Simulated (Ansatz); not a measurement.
For corundum (α-Al2O3), LDA (PAW; Ansatz, a quantum-chemistry and plane-wave program) gives:

| Item | Value |
|---|---|
| lattice parameter a | 4.730 Å |
| c axis length | 12.891 Å |
| bulk modulus | 257 GPa |
| cohesive energy | 7.31 eV/atom |
| band gap at the measured cell | 6.19 eV |
| formation enthalpy | -3.422 eV/atom |

**Question.** What does r²SCAN (PAW; Ansatz) give for the same quantities?

**Answer.** 
- lattice constant a: 4.759 Å (increases by 0.6 %)
- lattice parameter c: 12.995 Å (rises by 0.8 %)
- bulk modulus: 256 GPa (hardly moves)
- cohesive energy: 6.45 eV/atom (falls by 0.86 eV/atom)
- band gap at the measured cell: 7.15 eV (increases by 0.96 eV)
- formation enthalpy: -3.308 eV/atom (moves by +0.114 eV/atom)

For comparison: lattice constant a 4.759 Å (measured, temperature not stated, not corrected to a static lattice; as tabulated in Lallet et al. (2009), arXiv:0801.3594); lattice parameter c 12.991 Å (measured, temperature not stated, no zero-point or thermal correction; as tabulated in Lallet et al. (2009), arXiv:0801.3594); bulk modulus 254 GPa (measured, 298 K, copied from a table, unchecked, no zero-point or thermal correction, with K' = 4.34, our sources range from 239 to 254; as tabulated in BurnMan's mineral tables); cohesive energy 6.43 ± 0.03 eV/atom (worked out here from tabulated enthalpies at 298 K, brought to a static lattice with a Debye model, atoms in their spin–orbit ground levels; inputs from the CRC Handbook); formation enthalpy -3.448 ± 0.003 eV/atom (measured, 0 K, taken to 0 K with the table's H(298.15)-H(0) of compound and elements; zero-point energies not removed; as tabulated in Cox, Wagman, Medvedev, CODATA Key Values for Thermodynamics (1989)).

Changes are worked out from the printed values.

Unless a cell is named, each level is at its own relaxed cell (LDA 8.32, r²SCAN 8.49 Å³/atom).

Density-functional gaps are differences of (generalised) Kohn–Sham levels.

Ansatz's density-functional and Hartree–Fock values are scalar-relativistic unless marked +SOC, with PAW data made under PBE.
